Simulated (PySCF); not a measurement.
**How methods differ on the ionisation energy of Cl**

Cl [Ne] 3s2 3p5 [3p1/2^2 3p3/2^3, M_J = 3/2] → Cl⁺ [Ne] 3s2 3p4 [3p1/2^2 3p3/2^2, M_J = 2], as a difference of total energies. Calculation: PySCF 2.14, in x2c-TZVPall-2c (5s6p2d1f, 40 functions); the two-component X2C-1e Hamiltonian. Correlated levels: [Ne] frozen; the 6 highest virtual spinors dropped. "Screened" scales the spin-orbit matrix elements by Boettger's factors to mimic the two-electron term; Breit and QED terms are absent.

```json
{"method": "GHF (spin-free)", "ionisation energy (eV)": "11.774"}
{"method": "GMP2 (spin-free)", "ionisation energy (eV)": "12.692"}
{"method": "GHF (screened spin-orbit)", "ionisation energy (eV)": "11.766"}
{"method": "GMP2 (screened spin-orbit)", "ionisation energy (eV)": "12.685"}
```

Question: How much does correlation contribute at GMP2 (screened spin-orbit)?

Answer: 12.685 − (11.766) = 0.919 eV, measured against GHF (screened spin-orbit).

Errors of the correlated levels include the incompleteness of this basis and the frozen core.

The labels give the starting determinants; with spin-orbit coupling the two ends relaxed to ⟨J²⟩ = 3.76, ⟨L²⟩ = 2.01, ⟨S²⟩ = 0.75 and ⟨J²⟩ = 6.01, ⟨L²⟩ = 2.02, ⟨S²⟩ = 2.00.

For comparison: 12.968 eV (measured; NIST Atomic Spectra Database, ionization energies).
